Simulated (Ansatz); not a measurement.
C2H3FOS (`FC1(S)CO1`). The species carries charge 0 and has multiplicity 1.

Z-matrix (Å, degrees):
```
C
S 1 1.777
C 1 1.452 2 121.6
F 1 1.353 2 112.9 3 -149.5
O 1 1.375 2 120.1 3 72.6
H 2 1.344 1 94.7 3 -145.6
H 3 1.086 1 120.4 2 7.5
H 3 1.086 1 117.7 2 -147.9
```

Problem. What are the harmonic wavenumbers in cm⁻¹ at PBE0-D4/def2-TZVP (Ansatz, finite differences of forces, unscaled)? (Best estimate.)

Solution. The calculation gave: 188, 295, 359, 413, 497, 623, 834, 887, 940, 1070, 1118, 1173, 1188, 1394, 1520, 2702, 3123, 3224.

Problem. Is this a minimum?

Solution. Yes, all 18 modes are real.

Problem. Give the ideal-gas thermochemistry at 298.15 K and 1 bar (rigid rotor, harmonic oscillator; point group C1, symmetry number 1).

Solution. Zero-point energy 128.9 kJ/mol; H(298) − E = 144.8 kJ/mol; entropy 305.6 J/(mol·K), of which translation 165.5, rotation 108.7, vibration 31.4; G(298) − E = 53.7 kJ/mol.

Problem. And at 400, 500, 600, 800 and 1000 K?

Solution. 
```tsv
T (K)	H − E (kJ/mol)	S (J/mol/K)	G − E (kJ/mol)
400	154.0	332.1	21.2
500	164.6	355.6	-13.2
600	176.4	377.0	-49.8
800	202.5	414.5	-129.1
1000	231.2	446.5	-215.3
```

Problem. Rotational constants (cm⁻¹)?

Solution. 0.2208, 0.1199, 0.09353.
